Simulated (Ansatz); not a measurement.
Elements on the sites of an ideal bcc lattice, at a guessed lattice constant:

```yaml
crystal:
  lattice:
    - [6.84702, 0.00000, 0.00000]
    - [0.00000, 6.84702, 0.00000]
    - [0.00000, 0.00000, 6.84702]
  atoms:
    - { symbol: Ga, position: [0.50000, 0.00000, 0.00000] }
    - { symbol: Ga, position: [0.00000, 0.50000, 0.00000] }
    - { symbol: Ga, position: [0.00000, 0.00000, 0.50000] }
    - { symbol: Sn, position: [0.25000, 0.25000, 0.25000] }
    - { symbol: Sn, position: [0.75000, 0.25000, 0.75000] }
    - { symbol: Sn, position: [0.75000, 0.75000, 0.75000] }
    - { symbol: Au, position: [0.00000, 0.00000, 0.00000] }
    - { symbol: Au, position: [0.50000, 0.50000, 0.00000] }
    - { symbol: Au, position: [0.50000, 0.00000, 0.50000] }
    - { symbol: Au, position: [0.75000, 0.25000, 0.25000] }
    - { symbol: Au, position: [0.00000, 0.50000, 0.50000] }
    - { symbol: Au, position: [0.25000, 0.75000, 0.25000] }
    - { symbol: Au, position: [0.25000, 0.25000, 0.75000] }
    - { symbol: Au, position: [0.50000, 0.50000, 0.50000] }
    - { symbol: Au, position: [0.75000, 0.75000, 0.25000] }
    - { symbol: Au, position: [0.25000, 0.75000, 0.75000] }
```

Cell and atoms were relaxed without symmetry on coarser meshes and computed once more. Theory: Ansatz 0.2.0, DFT PBEsol, scalar-relativistic, plane waves, PAW.

Plane waves to 420 eV, a k mesh through Γ of 5×5×5 on the computed 16-atom cell and Gaussian smearing (0.10 eV); no spin polarisation.

The relaxation ran on 2×2×2 (shifted) k points with a smearing of 0.1 eV, from sites shaken by 0.02 Å.

**Question.** What does the relaxation give?

**Answer.** A volume of 19.21 Å³/atom and no gap on the mesh. It lies 0.11 eV/atom below the elements' standard states (static lattices, no corrections for gases). The atoms leave their sites by 1.22 Å (root mean square) and 2.25 Å at most, and the cell stretches by up to 5.0 % at fixed volume, so the lattice hasn't survived.

```xyz
16
Lattice="6.5578 0.1933 0.0741 0.1933 6.6680 0.0409 0.0741 0.0409 7.0377" Properties=species:S:1:pos:R:3 pbc="T T T"
Ga    2.6283    0.7468    6.3895
Ga    4.8574    2.5322    1.0001
Ga    0.7519    6.4655    2.9493
Sn    1.4584    2.9585    1.5439
Sn    5.8244    1.8478    5.0102
Sn    5.1951    5.6208    5.9127
Au    0.1772    0.6431    0.4959
Au    3.4904    3.1752    6.0483
Au    2.8870    5.6682    4.2955
Au    4.4665    0.6505    2.8046
Au    0.3355    4.0971    4.0023
Au    2.9484    5.6928    1.3988
Au    1.9714    1.7225    4.0000
Au    4.0623    3.4267    3.2588
Au    5.7073    4.9400    1.5764
Au    1.3124    4.8476    6.4720
```

The final mesh leaves forces up to 0.30 eV/Å and stresses up to 0.4 GPa: the relaxation ran on a coarser mesh, so the cell's shape, its bonds and its energy belong partly to that mesh.

Spin-orbit coupling is left out, which matters for the bands of heavy elements.

Cost: 2 runs of about 34 core-minutes in all (earlier runs that led there not counted), on Arm Neoverse V2 (shared hosts).